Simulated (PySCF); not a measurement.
Gas-phase reaction: BF3.H2O = BF2OH + HF

Computed with PySCF (xtb for GFN2) and rigid-rotor harmonic-oscillator thermochemistry at 1 bar. † marks an energy on the PBE0/def2-TZVP geometry and frequencies; other levels use their own. MP2 and CCSD(T) freeze the core. All species are closed-shell singlets. B3LYP is the form with VWN-RPA correlation. Adducts (BF3.H2O) have no counterpoise correction, and HF, PBE, BLYP, B3LYP and PBE0 lack dispersion. BF3.H2O, BF2OH: computed as isolated molecules; such fragments, hydroxides, amides, oligomers or adducts are transient or little studied in the gas. MP2 isn't extrapolated to the basis-set limit; its ΔH°(298 K) is 62.6 kJ in def2-SVP and 42.0 kJ in def2-TZVPP. CCSD(T) isn't extrapolated to the basis-set limit; its ΔH°(298 K) is 61.6 kJ in def2-SVP and 43.8 kJ in def2-TZVPP. The harmonic model lacks anharmonicity and excited electronic states, which grow with temperature; levels with a mode under 35 cm⁻¹ are left out. Internal rotation in BF3.H2O, BF2OH is treated as a harmonic vibration of one conformer, which makes the entropy rough.

| level | ΔE electronic, kJ | ΔH°(298 K), kJ | ΔS°(298 K), J/K | ΔG°(2000 K), kJ |
|---|---|---|---|---|
| B3LYP/def2-TZVP† | 43 | 36 | 126 | -198 |
| BLYP/def2-TZVP† | 35 | 29 | 126 | -205 |
| CCSD(T)/def2-SVP† | 68 | 62 | 126 | -172 |
| GFN2-xTB | 72 | 66 | 126 | -168 |
| HF/def2-TZVP† | 36 | 30 | 126 | -205 |
| MP2/def2-SVP† | 69 | 63 | 126 | -171 |
| PBE/def2-SVP | 86 | 79 | 132 | -168 |
| PBE/def2-TZVP† | 48 | 41 | 126 | -193 |
| PBE0/def2-SVP† | 82 | 75 | 126 | -159 |
| ωB97M-V/def2-TZVP† | 57 | 51 | 126 | -183 |
| ωB97X-V/def2-TZVP† | 56 | 50 | 126 | -184 |
ΔH° is lowest at BLYP/def2-TZVP† and highest at PBE/def2-SVP. No reference value is set beside these.
